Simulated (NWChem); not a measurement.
Spin states of N (+1)

```xyz
1

N      0.0000     0.0000     0.0000
```
Charge +1, spin multiplicity 3.

The numbers come from NWChem runs, not from measurements.

Basis set: def2-TZVP. The gap is E(triplet) − E(singlet), so a negative value puts the higher spin lower. Open shells are unrestricted, coupled cluster uses restricted open-shell references, and the singlet is the closed-shell solution. The triplet is the single determinant that the SCF runs reached, with unpaired electrons in orbitals of symmetry b1u and b3u (D2h labels); it need not be the lowest triplet, which in molecules with degenerate π orbitals can need several determinants. Where the lowest singlet needs several determinants, the single determinant used here isn't a pure state and places it wrongly.

```json
[
 {"method": "B3LYP", "vertical singlet-triplet gap (kcal/mol)": "-61.8", "remark": "-", "difference from CCSD(T)": "-13.1"},
 {"method": "PBE0", "vertical singlet-triplet gap (kcal/mol)": "-66.0", "remark": "-", "difference from CCSD(T)": "-17.3"},
 {"method": "BHandHLYP", "vertical singlet-triplet gap (kcal/mol)": "-64.6", "remark": "-", "difference from CCSD(T)": "-15.9"},
 {"method": "B2PLYP", "vertical singlet-triplet gap (kcal/mol)": "-62.5", "remark": "-", "difference from CCSD(T)": "-13.9"},
 {"method": "HF", "vertical singlet-triplet gap (kcal/mol)": "-78.3", "remark": "-", "difference from CCSD(T)": "-29.7"},
 {"method": "MP2", "vertical singlet-triplet gap (kcal/mol)": "-65.2", "remark": "-", "difference from CCSD(T)": "-16.6"},
 {"method": "CCSD(T)", "vertical singlet-triplet gap (kcal/mol)": "-48.7", "remark": "large amplitudes", "difference from CCSD(T)": "0.0"},
 {"method": "CR-CCSD(T)", "vertical singlet-triplet gap (kcal/mol)": "-49.4", "remark": "large amplitudes", "difference from CCSD(T)": "-0.7"}
]
```

The values span 29.7 kcal/mol, from HF (lowest) to CCSD(T) (highest). 

The correlated methods keep 1 core orbital frozen. B3LYP has NWChem's definition, with VWN1-RPA local correlation. The stability of the SCF solutions was not checked. Open-shell Hartree-Fock references start from PBE0 orbitals. No row is a measurement; the coupled-cluster row has its own basis-set and correlation limits.
